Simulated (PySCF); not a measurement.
## Atomic charges against the basis set

Compound: 2-chloro-1,1-difluoroethane, C₂H₃ClF₂.
Bonds: F1–C2, C2–F3, C2–C4, C4–Cl5. Hydrogens: H6 on C2; H7, H8 on C4.

PBE0 throughout (PySCF), one geometry, spherical d and f functions. Isolated species at its PBE0-D3(BJ)/def2-SVP geometry (one conformer only). Atoms taken as equivalent share a column and are averaged.

Mulliken charges (e):

```
        basis  functions   F1/F3      C2      C4     Cl5      H6   H7/H8
       STO-3G         32  -0.105  +0.165  -0.147  -0.135  +0.083  +0.122
        6-31G         55  -0.302  +0.466  -0.606  +0.052  +0.187  +0.253
     pcSseg-0         55  -0.353  +0.540  -0.703  -0.013  +0.244  +0.319
       6-31G*         80  -0.311  +0.538  -0.529  -0.034  +0.161  +0.243
     def2-SVP         89  -0.224  +0.434  -0.082  -0.152  +0.038  +0.105
      cc-pVDZ         89  -0.197  +0.391  -0.141  -0.107  +0.040  +0.106
     pcSseg-1        107  -0.291  +0.512  -0.256  -0.136  +0.106  +0.178
  aug-cc-pVDZ        146  -0.434  +1.361  -0.183  -0.057  -0.256  +0.002
6-311+G(2d,p)        161  -0.250  +0.248  -0.320  +0.033  +0.156  +0.192
    def2-TZVP        179  -0.183  +0.249  -0.140  -0.126  +0.085  +0.149
      cc-pVTZ        196  -0.182  +0.345  -0.139  -0.140  +0.042  +0.128
     IGLO-III        214  -0.225  +0.304  -0.301  +0.008  +0.113  +0.163
```

IAO charges (e):

| basis | functions | F1/F3 | C2 | C4 | Cl5 | H6 | H7/H8 |
| --- | --- | --- | --- | --- | --- | --- | --- |
| STO-3G | 32 | -0.133 | +0.190 | -0.309 | -0.055 | +0.116 | +0.162 |
| 6-31G | 55 | -0.276 | +0.394 | -0.306 | -0.078 | +0.159 | +0.191 |
| pcSseg-0 | 55 | -0.270 | +0.397 | -0.317 | -0.074 | +0.153 | +0.191 |
| 6-31G* | 80 | -0.289 | +0.452 | -0.286 | -0.082 | +0.139 | +0.178 |
| def2-SVP | 89 | -0.292 | +0.452 | -0.275 | -0.076 | +0.138 | +0.172 |
| cc-pVDZ | 89 | -0.290 | +0.450 | -0.280 | -0.083 | +0.141 | +0.176 |
| pcSseg-1 | 107 | -0.296 | +0.452 | -0.280 | -0.082 | +0.146 | +0.178 |
| aug-cc-pVDZ | 146 | -0.301 | +0.454 | -0.279 | -0.086 | +0.150 | +0.181 |
| 6-311+G(2d,p) | 161 | -0.301 | +0.453 | -0.285 | -0.081 | +0.151 | +0.182 |
| def2-TZVP | 179 | -0.302 | +0.461 | -0.287 | -0.079 | +0.147 | +0.181 |
| cc-pVTZ | 196 | -0.300 | +0.460 | -0.286 | -0.082 | +0.146 | +0.181 |
| IGLO-III | 214 | -0.302 | +0.456 | -0.289 | -0.076 | +0.149 | +0.182 |

Hirshfeld charges (e):

```tsv
basis	functions	F1/F3	C2	C4	Cl5	H6	H7/H8
STO-3G	32	-0.074	+0.168	+0.061	-0.171	+0.011	+0.040
6-31G	55	-0.108	+0.154	-0.033	-0.078	+0.052	+0.061
pcSseg-0	55	-0.102	+0.150	-0.039	-0.060	+0.046	+0.054
6-31G*	80	-0.099	+0.147	-0.028	-0.089	+0.047	+0.060
def2-SVP	89	-0.097	+0.139	-0.050	-0.051	+0.044	+0.056
cc-pVDZ	89	-0.090	+0.135	-0.048	-0.063	+0.043	+0.056
pcSseg-1	107	-0.099	+0.142	-0.053	-0.056	+0.048	+0.058
aug-cc-pVDZ	146	-0.099	+0.132	-0.065	-0.042	+0.052	+0.061
6-311+G(2d,p)	161	-0.103	+0.135	-0.061	-0.044	+0.053	+0.061
def2-TZVP	179	-0.099	+0.134	-0.060	-0.048	+0.050	+0.061
cc-pVTZ	196	-0.096	+0.134	-0.059	-0.053	+0.049	+0.060
IGLO-III	214	-0.101	+0.130	-0.067	-0.031	+0.050	+0.059
```

ESP-fitted charges (e):

```json
{"basis": "STO-3G", "functions": "32", "F1/F3": "-0.129", "C2": "+0.309", "C4": "-0.168", "Cl5": "-0.186", "H6": "+0.029", "H7/H8": "+0.136"}
{"basis": "6-31G", "functions": "55", "F1/F3": "-0.262", "C2": "+0.566", "C4": "-0.436", "Cl5": "-0.126", "H6": "+0.060", "H7/H8": "+0.229"}
{"basis": "pcSseg-0", "functions": "55", "F1/F3": "-0.287", "C2": "+0.642", "C4": "-0.372", "Cl5": "-0.150", "H6": "+0.043", "H7/H8": "+0.205"}
{"basis": "6-31G*", "functions": "80", "F1/F3": "-0.179", "C2": "+0.380", "C4": "-0.474", "Cl5": "-0.092", "H6": "+0.076", "H7/H8": "+0.234"}
{"basis": "def2-SVP", "functions": "89", "F1/F3": "-0.213", "C2": "+0.463", "C4": "-0.463", "Cl5": "-0.077", "H6": "+0.059", "H7/H8": "+0.222"}
{"basis": "cc-pVDZ", "functions": "89", "F1/F3": "-0.201", "C2": "+0.445", "C4": "-0.479", "Cl5": "-0.081", "H6": "+0.061", "H7/H8": "+0.228"}
{"basis": "pcSseg-1", "functions": "107", "F1/F3": "-0.220", "C2": "+0.475", "C4": "-0.486", "Cl5": "-0.090", "H6": "+0.070", "H7/H8": "+0.236"}
{"basis": "aug-cc-pVDZ", "functions": "146", "F1/F3": "-0.204", "C2": "+0.427", "C4": "-0.582", "Cl5": "-0.061", "H6": "+0.089", "H7/H8": "+0.268"}
{"basis": "6-311+G(2d,p)", "functions": "161", "F1/F3": "-0.209", "C2": "+0.434", "C4": "-0.596", "Cl5": "-0.055", "H6": "+0.090", "H7/H8": "+0.272"}
{"basis": "def2-TZVP", "functions": "179", "F1/F3": "-0.201", "C2": "+0.418", "C4": "-0.555", "Cl5": "-0.061", "H6": "+0.085", "H7/H8": "+0.258"}
{"basis": "cc-pVTZ", "functions": "196", "F1/F3": "-0.193", "C2": "+0.396", "C4": "-0.519", "Cl5": "-0.070", "H6": "+0.086", "H7/H8": "+0.247"}
{"basis": "IGLO-III", "functions": "214", "F1/F3": "-0.199", "C2": "+0.419", "C4": "-0.646", "Cl5": "-0.030", "H6": "+0.092", "H7/H8": "+0.281"}
```

Some averages cover members that differ in this geometry, most widely: H7/H8, ESP-fitted in 6-31G +0.212 to +0.247; H7/H8, ESP-fitted in 6-311+G(2d,p) +0.255 to +0.289; H7/H8, ESP-fitted in aug-cc-pVDZ +0.251 to +0.285; H7/H8, ESP-fitted in IGLO-III +0.265 to +0.298 e.

**Question.** Which scheme is steadiest as the basis changes?

**Answer.** Largest range over the bases for any column: Hirshfeld 0.14 e, IAO 0.27 e, ESP-fitted 0.48 e, Mulliken 1.20 e. Hirshfeld charges move least and Mulliken charges most, counted in e. Without the minimal STO-3G basis the ranges are Hirshfeld 0.06, IAO 0.07, ESP-fitted 0.27, Mulliken 1.11 e.

**Question.** How much do the charges still move between the two largest bases, cc-pVTZ and IGLO-III?

**Answer.** At most, over all atoms: Mulliken 0.162 e, IAO 0.006 e, Hirshfeld 0.022 e, ESP-fitted 0.127 e.

**Question.** What do the same runs give for the total energy, the frontier levels and the dipole moment?

**Answer.** 
```csv
basis,energy (Eh),HOMO (eV),LUMO (eV),μ (D)
STO-3G,-728.6581,-5.75,4.11,1.60
6-31G,-737.3568,-8.96,0.57,1.70
pcSseg-0,-736.2887,-9.01,0.60,1.73
6-31G*,-737.4415,-8.80,0.71,1.42
def2-SVP,-737.1123,-8.73,0.93,1.44
cc-pVDZ,-737.4867,-8.80,0.71,1.40
pcSseg-1,-737.4265,-8.98,0.46,1.52
aug-cc-pVDZ,-737.5153,-8.99,-0.15,1.48
"6-311+G(2d,p)",-737.5739,-9.00,-0.03,1.50
def2-TZVP,-737.6036,-8.93,0.42,1.45
cc-pVTZ,-737.5961,-8.92,0.43,1.43
IGLO-III,-737.6040,-8.90,0.33,1.45
```

The dipole is fixed by the density alone, so its range of 0.33 D shows that the density itself changes with the basis, not only its division among atoms.
